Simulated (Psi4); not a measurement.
# C3H7F (2-fluoropropane) at wB97X-V/cc-pVDZ

What is the energy change on altering one bond length of C3H7F (2-fluoropropane) at wB97X-V/cc-pVDZ? 

Program for the calculation: Psi4 1.11.

1 further run of the same task is left out (set aside as unsound or not needed).

### Step 1. Starting point

The species is C3H7F (11 atoms), meant as a singlet with charge 0. SMILES: `CC(C)F`. The shape is that of a PBE0-D4/def2-TZVP optimisation.

Bond lengths: C1–C2 1.508 Å, C2–C3 1.508 Å, C2–F4 1.396 Å, C1–H5 1.091 Å, C1–H6 1.092 Å, C1–H7 1.092 Å, C2–H8 1.096 Å, C3–H9 1.092 Å, C3–H10 1.091 Å, C3–H11 1.092 Å. Some angles: C1–C2–C3 113.9°, C1–C2–F4 108.3°, C3–C2–F4 108.3°, C1–C2–H8 110.1°, C3–C2–H8 110.1°, F4–C2–H8 105.9°, C2–C1–H5 110.6°, C2–C1–H6 110.3°, C2–C1–H7 110.4°, C2–C3–H9 110.4°.

### Step 2. A single-point energy at wB97X-V/cc-pVDZ

File input.inp:

```
memory 1.6 GB

molecule system {
  0 1
  C
  C 1 1.507872
  C 2 1.507821 1 113.85887
  F 2 1.395975 3 108.25902 1 120.43626
  H 1 1.091138 2 110.58045 4 56.8664
  H 1 1.092402 5 108.41938 2 -121.0406
  H 1 1.092498 5 108.64619 6 -117.70059
  H 2 1.096392 4 105.93567 1 118.06034
  H 3 1.092496 2 110.3566 8 178.72969
  H 3 1.091133 9 108.63987 2 121.39149
  H 3 1.092465 10 108.42862 9 -117.69456
  symmetry c1
  no_reorient
  no_com
}

set puream true
set e_convergence 1e-09
set d_convergence 1e-08
set scf_type pk
set dft_radial_points 99
set dft_spherical_points 590

E, wfn = energy("wb97x-v/cc-pVDZ", return_wfn=True)
```

Command:

```
psi4 -n 1 input.inp input.out
```

input.out:

```text
[...]
  Running in c1 symmetry.
[...]
  Nuclear repulsion =  133.058594560611880
[...]
  Multiplicity = 1
[...]
  Nalpha       = 17
  Nbeta        = 17
[...]
    Number of basis functions: 91
[...]
   @RKS iter   1:  -218.17300766902230   -4.70181e-01   5.78048e-03 DIIS/ADIIS
[...]
   @RKS iter  11:  -218.31847901360004   -3.89377e-12   2.66103e-09 DIIS
[...]
    Orbital Energies [Eh]
    ---------------------
    Doubly Occupied:
       1A    -24.735078     2A    -10.351310     3A    -10.276718
       4A    -10.276692     5A     -1.300000     6A     -0.920947
       7A     -0.828730     8A     -0.715720     9A     -0.613860
      10A     -0.576800    11A     -0.565334    12A     -0.506654
      13A     -0.501157    14A     -0.489940    15A     -0.475480
      16A     -0.425300    17A     -0.419985
[...]
  @RKS Final Energy:  -218.31847901360004
   => Energetics <=
    Nuclear Repulsion Energy =            133.0585945606118798
    One-Electron Energy =                -561.3344694244267430
    Two-Electron Energy =                 230.1321170506787723
    DFT Exchange-Correlation Energy =     -20.3095289834326209
    Empirical Dispersion Energy =           0.0000000000000000
    VV10 Nonlocal Energy =                  0.1348077829686577
    Total Energy =                       -218.3184790136000402
[...]
 Multipole Moments:
 ------------------------------------------------------------------------------------
     Multipole            Electronic (a.u.)      Nuclear  (a.u.)        Total (a.u.)
 ------------------------------------------------------------------------------------
 L = 1.  Multiply by 2.5417464519 to convert [e a0] to [Debye]
 Dipole X            :         -3.2283045            3.7708795            0.5425749
 Dipole Y            :          3.8280835           -4.1922722           -0.3641887
 Dipole Z            :          2.4926924           -2.7297766           -0.2370841
 Magnitude           :                                                    0.6951474
[...]
```

It took 2.5 min on 1 thread of Intel Xeon 6975P-C (Granite Rapids), shared host; peak memory 0.96 GiB.

### Step 3. The distorted shape

File c3h7f.py:

```python
import psi4

psi4.set_memory(1600000000)
psi4.set_num_threads(1)
psi4.set_output_file('psi4.out', False)

geom = psi4.geometry("""
C     -0.375854     1.045280    -0.620036
C     -0.620954    -0.306420     0.001664
C      0.485046    -0.766020     0.917664
F     -0.755454    -1.242220    -1.025436
H     -1.183254     1.303580    -1.307036
H     -0.321954     1.814280     0.153964
H      0.707700     1.043900    -1.256000
H     -1.577954    -0.307020     0.536664
H      1.437146    -0.788520     0.382364
H      0.275946    -1.766520     1.299564
H      0.581446    -0.085420     1.766764
symmetry c1
""")

options = {'basis': 'cc-pVDZ', 'puream': True, 'e_convergence': 1e-09, 'd_convergence': 1e-08, 'scf_type': 'pk', 'dft_radial_points': 99, 'dft_spherical_points': 590}
psi4.set_options(options)

e = psi4.energy("wb97x-v")
print(f'wb97x-v energy: {e:.10f} Eh')
```

Command:

```
python c3h7f.py
```

psi4.out:

```text
[...]
  Running in c1 symmetry.
[...]
  Nuclear repulsion =  132.459215777304593
[...]
  Multiplicity = 1
[...]
  Nalpha       = 17
  Nbeta        = 17
[...]
    Number of basis functions: 91
[...]
   @RKS iter   1:  -218.16306630368084   -5.33181e-01   5.69650e-03 DIIS/ADIIS
[...]
   @RKS iter  11:  -218.30748622231286   -4.74643e-12   8.84194e-09 DIIS
[...]
    Orbital Energies [Eh]
    ---------------------
    Doubly Occupied:
       1A    -24.735602     2A    -10.353206     3A    -10.292475
       4A    -10.277001     5A     -1.300516     6A     -0.919660
       7A     -0.824565     8A     -0.712291     9A     -0.613173
      10A     -0.577694    11A     -0.564709    12A     -0.507101
      13A     -0.495048    14A     -0.478888    15A     -0.474400
      16A     -0.426302    17A     -0.418999
[...]
  @RKS Final Energy:  -218.30748622231286
   => Energetics <=
    Nuclear Repulsion Energy =            132.4592157773045926
    One-Electron Energy =                -560.1555193981045022
    Two-Electron Energy =                 229.5235408572786753
    DFT Exchange-Correlation Energy =     -20.2694064582530551
    Empirical Dispersion Energy =           0.0000000000000000
    VV10 Nonlocal Energy =                  0.1346829994614099
    Total Energy =                       -218.3074862223128605
[...]
 Multipole Moments:
 ------------------------------------------------------------------------------------
     Multipole            Electronic (a.u.)      Nuclear  (a.u.)        Total (a.u.)
 ------------------------------------------------------------------------------------
 L = 1.  Multiply by 2.5417464519 to convert [e a0] to [Debye]
 Dipole X            :         -2.4299939            2.4998797            0.0698858
 Dipole Y            :         -3.9021182            4.3659065            0.4637883
 Dipole Z            :         -3.2167925            3.7400744            0.5232820
 Magnitude           :                                                    0.7027145
[...]
```

Standard output:

```text
wb97x-v energy: -218.3074862223 Eh
```

It took 2.6 min on 1 thread of Intel Xeon 6975P-C (Granite Rapids), shared host; peak memory 0.96 GiB.

### Step 4. What came out

At wB97X-V/cc-pVDZ:

```
                                                         quantity          value
                                        first shape: total energy  -218.31848 Eh
                                       first shape: dipole moment         1.77 D
                                         first shape: HOMO energy      -11.43 eV
                                         first shape: LUMO energy        3.99 eV
                                       first shape: HOMO–LUMO gap       15.42 eV
                                    distorted shape: total energy  -218.30749 Eh
                                   distorted shape: dipole moment         1.79 D
                                     distorted shape: HOMO energy      -11.40 eV
                                     distorted shape: LUMO energy        3.92 eV
                                   distorted shape: HOMO–LUMO gap       15.32 eV
energy change with the C1–H7 bond stretched from 1.092 to 1.256 Å       0.299 eV
```

**Reading.** With the C1–H7 bond stretched from 1.092 to 1.256 Å the energy rises by 0.30 eV (28.9 kJ/mol). The first shape isn't relaxed at this level, so the change isn't measured from a minimum.
